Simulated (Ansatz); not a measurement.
**How methods differ on AlH3Cl− (SMILES [AlH3-][Cl])**

AlH3Cl−: 5 atoms, total charge -1, spin state singlet. As SMILES, `[AlH3-][Cl]`. The shape comes from GFN2-xTB, which is rough for such elements, and wasn't checked as a minimum.

```xyz
5

Al    0.1092   -0.0004   -0.0825
Cl   -1.5627   -0.0021    1.1843
H     0.2261    1.4785   -0.7042
H    -0.1602   -1.1064   -1.2183
H     1.3877   -0.3695    0.8207
```

Each level gives the energy change with the Al1–H5 bond stretched from 1.608 to 2.010 Å (eV). The values are calculated.

| level | kind | program | value (eV) | less FCI/STO-3G | CPU time (all runs) |
| --- | --- | --- | --- | --- | --- |
| BLYP/STO-3G (restricted) | GGA | Ansatz | 1.19 | -0.23 | 3.5 s |
| r2SCAN/STO-3G (restricted) | meta-GGA | Ansatz | 1.32 | -0.10 | 7.5 s |
| B3LYP/STO-3G (restricted) | global hybrid | Ansatz | 1.33 | -0.09 | 4 s |
| CAM-B3LYP/STO-3G (restricted) | range-separated hybrid | Ansatz | 1.42 | 0.00 | 4.4 s |
| B2PLYP/STO-3G (restricted) | double hybrid | Ansatz | 1.43 | +0.01 | 4.8 s |
| MP2/STO-3G (restricted) | perturbation theory | Ansatz | 1.54 | +0.12 | 0.55 s |
| CCSD(T)/STO-3G (restricted) | coupled cluster or CI | Ansatz | 1.43 | +0.01 | 0.65 s |
| CCSD/STO-3G (restricted) | coupled cluster or CI | Ansatz | 1.43 | +0.01 | 0.69 s |
| FCI/STO-3G | exact in the basis | Ansatz | 1.42 | 0.00 | 7.3 s |

FCI/STO-3G is exact within its basis and frozen core, so for wave-function methods in that basis the difference is their error; functionals converge differently with the basis, so for them it is only a difference. Sets without diffuse functions describe the anion poorly. The first shape isn't each level's own minimum. The values span 1.19 to 1.54 eV. All rows use very small basis sets, so even the best lies far from the true value. Times are those of the runs behind each value, whatever else they computed, on shared processors of several kinds: orders of magnitude only.
